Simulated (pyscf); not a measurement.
## Substitution at N: H₂N–NH₂ + H• → NH₃ + NH₂•

Gas phase, doublet surface, charge 0. Bonds broken: N1–N2. Bonds formed: N1–H7. PySCF, gas phase, ωB97X-D3(BJ)/def2-SVP geometries. Correlated levels are frozen-core, on RHF or UHF. ΔMP2 is the change of the MP2 total energy from the triple- to the quadruple-zeta basis.

Transition state (Å):

```xyz
7

N     -0.9181    -0.1999    -0.0848
N      0.7134    -0.0171    -0.1348
H     -1.1503     0.4542     0.6677
H     -1.1840     0.3183    -0.9267
H      0.9639    -0.6668    -0.8870
H      0.9975    -0.5298     0.7061
H     -2.1512    -0.8934     0.0004
```

One imaginary mode, 1439i cm⁻¹; descent along it reached the two sides named.

| bond | change | reactant side (Å) | saddle | product side |
|---|---|---|---|---|
| N1–N2 | breaks | 1.452 | 1.642 | 2.9 |
| N1–H7 | forms | 2.260 | 1.417 | 1.021 |

Electronic energies relative to the separated reactants (kcal/mol):

```
level                             barrier  reaction energy  reverse barrier
--------------------------------  -------  ---------------  ---------------
ωB97X-D3(BJ)/def2-TZVP               12.8            -39.2             52.0
PBE/def2-TZVP                         1.8            -36.4             38.2
r²SCAN/def2-TZVP                      1.8            -43.4             45.2
B3LYP-D3(BJ)/def2-TZVP                4.6            -42.7             47.3
PBE0-D3(BJ)/def2-TZVP                 8.4            -38.2             46.6
M06-2X/def2-TZVP                     13.1            -38.1             51.1
ωB97M-D3(BJ)/def2-TZVP               11.2            -40.1             51.3
HF/def2-TZVP                         28.2            -49.1             77.3
MP2/def2-QZVPP                       17.3            -37.3             54.6
CCSD/def2-TZVPP                      11.9            -45.3             57.3
CCSD(T)/def2-TZVPP                    9.5            -43.5             53.1
CCSD(T)/def2-TZVPP + ΔMP2(QZVPP)      9.7            -43.0             52.7
```

With CCSD(T)/def2-TZVPP + ΔMP2(QZVPP) energies and thermal terms (ideal gas, 1 atm, RRHO with modes under 100 cm⁻¹ raised to 100, one conformer, R ln 2 for rigid chiral ones), in kcal/mol:

```json
[
 {"T (K)": "298", "ΔH‡": "9.9", "ΔG‡": "16.9", "ΔH": "-42.5", "ΔG": "-45.1"},
 {"T (K)": "600", "ΔH‡": "9.3", "ΔG‡": "24.3", "ΔH": "-42.9", "ΔG": "-47.7"},
 {"T (K)": "900", "ΔH‡": "8.9", "ΔG‡": "31.9", "ΔH": "-43.8", "ΔG": "-50.0"},
 {"T (K)": "1200", "ΔH‡": "8.5", "ΔG‡": "39.7", "ΔH": "-44.9", "ΔG": "-51.9"}
]
```

The same reactants have a lower exit, to •HN–NH₂ + H₂ (barrier +4.4 kcal/mol at ωB97M-D3(BJ), against +11.2 kcal/mol here). One saddle was located; it need not be the lowest between these sides. The angle at the attacked N is 157°. The CCSD(T) − MP2 part came from Ansatz, without density fitting, on the same reference.
